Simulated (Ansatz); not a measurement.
Species: H3O (charge +1, singlet). 
Structure (B3LYP-D3(BJ)/def2-TZVP (Ansatz, an electronic-structure program) minimum search):
```
O
H 1 0.9812
H 1 0.9812 2 113.40
H 1 0.9812 2 113.40 3 131.22
```
Charge +1, spin multiplicity 1.

Parts of the frozen-core correlation energy in STO-3G (Ansatz, hartree). Frozen orbitals: 1; correlated occupied orbitals by spin: 4 and 4; virtual: 3 and 3. No spin-orbit coupling. Non-relativistic.

| term | value |
|---|---|
| reference (HF) | -75.33012 |
| MP2 opposite-spin | -0.04308 |
| MP2 same-spin | -0.00467 |
| CCSD correlation | -0.06166 |
| (T) | -0.00032 |
| FCI minus CCSD(T) | -0.00009 |
| T1 diagnostic | 0.007 |
| largest doubles amplitude | 0.072 |
